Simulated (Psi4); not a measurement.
# One shape, several levels: AlH2O (SMILES [O][AlH2])

Wanted: a comparison of 6 runs (UTPSS-D3(BJ)+ATM/aug-cc-pVDZ, UTPSS/aug-cc-pVDZ, UM11/6-311G(2df,2pd), UMP3/cc-pVDZ) of AlH2O. 

Program for the calculation: Psi4 1.11.

6 further runs of the same task are left out: 3 that didn't finish, 3 set aside as unsound or not needed.

## Step 1: The system as given

AlH2O has 4 atoms, charge 0, and is taken as a doublet. As SMILES, `[O][AlH2]`. The shape is that of a PBE0-D4/def2-TZVP optimisation.

Bond lengths: O1–Al2 1.727 Å, Al2–H3 1.578 Å, Al2–H4 1.578 Å. Angles: O1–Al2–H3 115.8°, O1–Al2–H4 115.8°, H3–Al2–H4 128.3°.

## Step 2: A single-point energy at UTPSS-D3(BJ)+ATM/aug-cc-pVDZ (sfX2C) (run 1)

File calc.inp:

```
memory 1600 mb

molecule system {
  0 2
  O
  Al 1 1.727343
  H 2 1.578466 1 115.84472
  H 2 1.578395 3 128.30893 1 -179.98752
  symmetry c1
}

set globals {
  basis aug-cc-pVDZ
  reference uks
  scf_type direct
  relativistic x2c
}

energy("tpss-d3bjatm")
```

Started as:

```console
$ psi4 calc.inp calc.out -n 1
```

calc.out:

```text
[...]
  Running in c1 symmetry.
[...]
  Nuclear repulsion =   43.785126945376966
[...]
  Multiplicity = 2
[...]
  Nalpha       = 12
  Nbeta        = 11
[...]
    Number of basis functions: 68
[...]
    WARNING: The X2C and Dirac Hamiltonians have substatially different eigenvalues!
             This is probably caused by the recontraction of the basis set.
[...]
   @DF-UKS iter   1:  -318.79200215662689   -1.41536e-01   1.42445e-02 ADIIS/DIIS
[...]
   @UKS iter  13:  -319.28657469786435   -3.56948e-09   5.84168e-07 DIIS
[...]
   @S^2 Observed:                7.544132565E-01
[...]
  @UKS Final Energy:  -319.28657469786435
   => Energetics <=
    Nuclear Repulsion Energy =             43.7851269453769660
    One-Electron Energy =                -529.3249184969396310
    Two-Electron Energy =                 194.2236429027905160
    DFT Exchange-Correlation Energy =     -27.9687461317467445
    Empirical Dispersion Energy =          -0.0016799173454871
    VV10 Nonlocal Energy =                  0.0000000000000000
    Total Energy =                       -319.2865746978643529
[...]
 Multipole Moments:
 ------------------------------------------------------------------------------------
     Multipole            Electronic (a.u.)      Nuclear  (a.u.)        Total (a.u.)
 ------------------------------------------------------------------------------------
 L = 1.  Multiply by 2.5417464519 to convert [e a0] to [Debye]
 Dipole X            :         -0.0003833            0.0002472           -0.0001362
 Dipole Y            :          0.0001201           -0.0000765            0.0000436
 Dipole Z            :         -1.0758206            1.8373113            0.7614907
 Magnitude           :                                                    0.7614907
[...]
```

Run time: 20 s. Hardware: 1 thread of AMD EPYC 7B13 (Zen 3), shared host; peak memory 0.7 GiB.

## Step 3: The energy at UTPSS/aug-cc-pVDZ (sfX2C) (run 2)

File alh2o.json:

```json
{
  "schema_name": "qcschema_input",
  "schema_version": 1,
  "molecule": {
    "schema_name": "qcschema_molecule",
    "schema_version": 2,
    "symbols": ["O", "Al", "H", "H"],
    "geometry": [0.11829686, -1.61817248, 2.64826219, 0.02135391, 0.05650281, -0.15193398, -2.17242915, -0.68181319, -2.03334531, 2.13746922, 2.1293434, -0.50134434],
    "molecular_charge": 0,
    "molecular_multiplicity": 2,
    "fix_symmetry": "c1"
  },
  "driver": "energy",
  "model": {
    "method": "tpss",
    "basis": "aug-cc-pVDZ"
  },
  "keywords": {
    "reference": "uks",
    "scf_type": "direct",
    "relativistic": "x2c"
  }
}
```

Started as:

```console
$ psi4 --qcschema alh2o.json -n 1 --memory 1600MB
```

stdout:

```text
[...]
  Running in c1 symmetry.
[...]
  Nuclear repulsion =   43.785131009118416
[...]
  Multiplicity = 2
[...]
  Nalpha       = 12
  Nbeta        = 11
[...]
    Number of basis functions: 68
[...]
    WARNING: The X2C and Dirac Hamiltonians have substatially different eigenvalues!
             This is probably caused by the recontraction of the basis set.
[...]
   @DF-UKS iter   1:  -318.79032233463141   -1.41536e-01   1.42445e-02 DIIS/ADIIS
[...]
   @UKS iter  13:  -319.28489477468992   -3.56937e-09   5.84171e-07 DIIS
[...]
   @S^2 Observed:                7.544132561E-01
[...]
  @UKS Final Energy:  -319.28489477468992
   => Energetics <=
    Nuclear Repulsion Energy =             43.7851310091184160
    One-Electron Energy =                -529.3249268088089821
    Two-Electron Energy =                 194.2236472928866817
    DFT Exchange-Correlation Energy =     -27.9687462678860328
    Empirical Dispersion Energy =           0.0000000000000000
    VV10 Nonlocal Energy =                  0.0000000000000000
    Total Energy =                       -319.2848947746899171
[...]
 Multipole Moments:
 ------------------------------------------------------------------------------------
     Multipole            Electronic (a.u.)      Nuclear  (a.u.)        Total (a.u.)
 ------------------------------------------------------------------------------------
 L = 1.  Multiply by 2.5417464519 to convert [e a0] to [Debye]
 Dipole X            :          0.0322755           -0.0547747           -0.0224992
 Dipole Y            :         -0.5521392            0.9427464            0.3906072
 Dipole Z            :          0.9227625           -1.5760525           -0.6532900
 Magnitude           :                                                    0.7614907
[...]
```

The result, in JSON:

```text
{
 "driver": "energy",
 "model": {
  "method": "tpss",
  "basis": "aug-cc-pVDZ"
 },
 "success": true,
 "return_result": -319.2848947746899,
 "properties": {
  "calcinfo_nbasis": 68,
  "calcinfo_nmo": 68,
  "calcinfo_nalpha": 12,
  "calcinfo_nbeta": 11,
  "calcinfo_natom": 4,
  "nuclear_repulsion_energy": 43.785131009118416,
  "return_energy": -319.2848947746899,
  "scf_one_electron_energy": -529.324926808809,
  "scf_two_electron_energy": 194.22364729288668,
  "scf_xc_energy": -27.968746267886033,
  "scf_dipole_moment": [-0.022499155945636895, 0.39060718762792723, -0.6532900066428338],
  "scf_total_energy": -319.2848947746899,
  "scf_iterations": 13
 }
}
```

It took 17 s on 1 thread of AMD EPYC 7B13 (Zen 3), shared host; peak memory 0.69 GiB.

## Step 4: The charge distribution at UM11/6-311G(2df,2pd) (DKH2) (run 3)

File job.py:

```python
import psi4

psi4.set_memory(1600000000)
psi4.set_num_threads(1)
psi4.set_output_file('alh2o.out', False)

m = psi4.geometry("""
0 2
O      0.11829686    -1.61817248     2.64826219
Al     0.02135391     0.05650281    -0.15193398
H     -2.17242915    -0.68181319    -2.03334531
H      2.13746922     2.12934340    -0.50134434
units bohr
symmetry c1
""")

psi4.set_options({
    'basis': '6-311G(2df,2pd)',
    'reference': 'uks',
    'scf_type': 'pk',
    'relativistic': 'dkh',
    'dkh_order': 2,
})

e_tot, wfn = psi4.energy("m11", return_wfn=True)
psi4.oeprop(wfn, "QUADRUPOLE", "NO_OCCUPATIONS", "MULLIKEN_CHARGES", title="M11")
print('E =', round(e_tot, 9))
for k, v in sorted(psi4.core.scalar_variables().items()):
    print(f'{k:45s} {v:18.10f}')
```

Started as:

```console
$ python job.py
```

alh2o.out:

```text
[...]
  Running in c1 symmetry.
[...]
  Nuclear repulsion =   43.785131009118416
[...]
  Multiplicity = 2
[...]
  Nalpha       = 12
  Nbeta        = 11
[...]
    Number of basis functions: 96
[...]
   @UKS iter   1:  -318.82282093060627   -5.80217e-01   9.33441e-03 ADIIS/DIIS
[...]
   @UKS iter  12:  -319.25198767099329   -1.19991e-08   2.49761e-07 DIIS
[...]
   @S^2 Observed:                7.523717508E-01
[...]
  @UKS Final Energy:  -319.25198767099329
   => Energetics <=
    Nuclear Repulsion Energy =             43.7851310091184160
    One-Electron Energy =                -529.6253519898450577
    Two-Electron Energy =                 181.2179808998072019
    DFT Exchange-Correlation Energy =     -14.6297475900738601
    Empirical Dispersion Energy =           0.0000000000000000
    VV10 Nonlocal Energy =                  0.0000000000000000
    Total Energy =                       -319.2519876709933442
[...]
 Multipole Moments:
 ------------------------------------------------------------------------------------
     Multipole            Electronic (a.u.)      Nuclear  (a.u.)        Total (a.u.)
 ------------------------------------------------------------------------------------
 L = 1.  Multiply by 2.5417464519 to convert [e a0] to [Debye]
 Dipole X            :          0.0364105           -0.0547747           -0.0183642
 Dipole Y            :         -0.6230544            0.9427464            0.3196920
 Dipole Z            :          1.0413046           -1.5760525           -0.5347479
 Magnitude           :                                                    0.6232941
 L = 2.  Multiply by 1.3450342976 to convert [e a0^2] to [Debye ang]
 Quadrupole XX       :        -23.8318545            9.3447668          -14.4870877
 Quadrupole XY       :         -6.5516346            5.0710630           -1.4805716
[...]
```

The script printed:

```text
E = -319.251987671
CURRENT ENERGY                                   -319.2519876710
CURRENT REFERENCE ENERGY                         -319.2519876710
DD SOLVATION ENERGY                                 0.0000000000
DFT FUNCTIONAL TOTAL ENERGY                      -319.2519876710
DFT TOTAL ENERGY                                 -319.2519876710
DFT VV10 ENERGY                                     0.0000000000
DFT XC ENERGY                                     -14.6297475901
GRID ELECTRONS ALPHA                               12.0000026879
GRID ELECTRONS BETA                                11.0000001409
GRID ELECTRONS TOTAL                               23.0000028289
NUCLEAR REPULSION ENERGY                           43.7851310091
ONE-ELECTRON ENERGY                              -529.6253519898
PCM POLARIZATION ENERGY                             0.0000000000
PE ENERGY                                           0.0000000000
SCF ITERATION ENERGY                             -319.2519876710
SCF ITERATIONS                                     12.0000000000
SCF TOTAL ENERGY                                 -319.2519876710
TWO-ELECTRON ENERGY                               181.2179808998
XC GRID RADIAL POINTS                              75.0000000000
XC GRID SPHERICAL POINTS                          302.0000000000
XC GRID TOTAL POINTS                            88143.0000000000
```

It took 18 s on 1 thread of AMD EPYC 7B13 (Zen 3), shared host; peak memory 0.94 GiB.

Atomic charges (e):

```
atom  Mulliken
  O1    -0.421
 Al2    +0.560
  H3    -0.070
  H4    -0.070
```

Runs 4 to 5 aren't shown in full; the table further down has their settings and results.

## Step 5: The energy at UMP3/cc-pVDZ (sfX2C, density fitting, density fitting for correlation) (run 6)

File alh2o.dat:

```
memory 1600 MB

molecule m {
  0 2
  O      0.062600    -0.856300     1.401400
  Al     0.011300     0.029900    -0.080400
  H     -1.149600    -0.360800    -1.076000
  H      1.131100     1.126800    -0.265300
  units angstrom
}

set {
  basis cc-pVDZ
  reference uhf
  scf_type disk_df
  freeze_core true
  mp_type df
  relativistic x2c
}

energy_value, wavefunction = energy("mp3", return_wfn=True)
```

Started as:

```console
$ psi4 -n 1 alh2o.dat alh2o.out
```

alh2o.out:

```text
[...]
  Running in c1 symmetry.
[...]
  Nuclear repulsion =   43.785130971524083
[...]
  Multiplicity = 2
[...]
  Nalpha       = 12
  Nbeta        = 11
[...]
    Number of basis functions: 42
[...]
   @DF-UHF iter   1:  -317.94744869589158   -7.74645e-01   1.63767e-02 DIIS/ADIIS
[...]
   @DF-UHF iter  16:  -318.36800454459984   -1.13687e-12   9.31412e-09 DIIS
[...]
   @S^2 Observed:                7.569764435E-01
[...]
  @DF-UHF Final Energy:  -318.36800454459984
   => Energetics <=
    Nuclear Repulsion Energy =             43.7851309715240831
    One-Electron Energy =                -529.3013529826922650
    Two-Electron Energy =                 167.1482174665683544
    Total Energy =                       -318.3680045445997848
  UHF NO Occupations:
  HONO-2 :   10  A 1.9986153
  HONO-1 :   11  A 1.9986096
[...]
 Multipole Moments:
 ------------------------------------------------------------------------------------
     Multipole            Electronic (a.u.)      Nuclear  (a.u.)        Total (a.u.)
 ------------------------------------------------------------------------------------
 L = 1.  Multiply by 2.5417464519 to convert [e a0] to [Debye]
 Dipole X            :          0.0337986           -0.0547747           -0.0209761
 Dipole Y            :         -0.5776717            0.9427464            0.3650747
 Dipole Z            :          0.9653976           -1.5760525           -0.6106549
 Magnitude           :                                                    0.7117717
[...]
	DF-SCS-MP2 Total Energy (a.u.)     :  -318.57944858301374
	DF-SOS-MP2 Total Energy (a.u.)     :  -318.58153279128487
	DF-SCS(N)-MP2 Total Energy (a.u.)  :  -318.44372524358226
[...]
	DF-MP2 Total Energy (a.u.)         :  -318.57528016647166
[...]
	DF-MP3 Total Energy (a.u.)         :  -318.59637008750946
[...]
```

Run time: 2.2 s. Hardware: 1 thread of AMD EPYC 7B13 (Zen 3), shared host; peak memory 0.25 GiB.

## Step 6: The series

```
run                                                                                      level        task  integrals  energy (Eh)  HOMO energy (eV)  LUMO energy (eV)   ⟨S²⟩  wall time
  1                                                       UTPSS-D3(BJ)+ATM/aug-cc-pVDZ (sfX2C)      energy     direct  -319.286575             -7.44             -5.76  0.754       20 s
  2                                                                  UTPSS/aug-cc-pVDZ (sfX2C)      energy     direct  -319.284895             -7.44             -5.76  0.754       17 s
  3                                                                UM11/6-311G(2df,2pd) (DKH2)  properties         pk  -319.251988            -11.50             -1.73  0.752       18 s
  4  UMP3/cc-pVDZ (sfX2C, density fitting with cc-pvqz-jkfit, density fitting for correlation)      energy    disk_df  -318.596403            -12.19              1.40  0.757      2.2 s
  5  UMP3/cc-pVDZ (sfX2C, density fitting with cc-pvtz-jkfit, density fitting for correlation)      energy    disk_df  -318.596394            -12.19              1.40  0.757      2.2 s
  6                     UMP3/cc-pVDZ (sfX2C, density fitting, density fitting for correlation)      energy    disk_df  -318.596370            -12.20              1.40  0.757      2.2 s
```

## Step 7: Outcome

| quantity | value |
| --- | --- |
| run 6: total energy | -318.59637 Eh |
| run 6: HOMO energy (Hartree–Fock orbitals) (highest over α and β) | -12.20 eV |
| run 6: LUMO energy (Hartree–Fock orbitals) (lowest over α and β) | 1.40 eV |
| run 6: correlation energy (6 core orbitals frozen) | -228.4 mEh |
| run 6: ⟨S²⟩ of the reference determinant | 0.757 |

What this shows: Over runs 1, 2, 3 the dipole moment (its size) runs from 1.58 D (UM11/6-311G(2df,2pd)) to 1.94 D (UTPSS-D3(BJ)+ATM/aug-cc-pVDZ). The two ends differ in method and basis and Hamiltonian. Totals of different functionals can't be ranked against each other. Some runs of one species differ in core potentials or relativity; totals across that change don't compare. All runs together took 61 s, the longest 20 s.
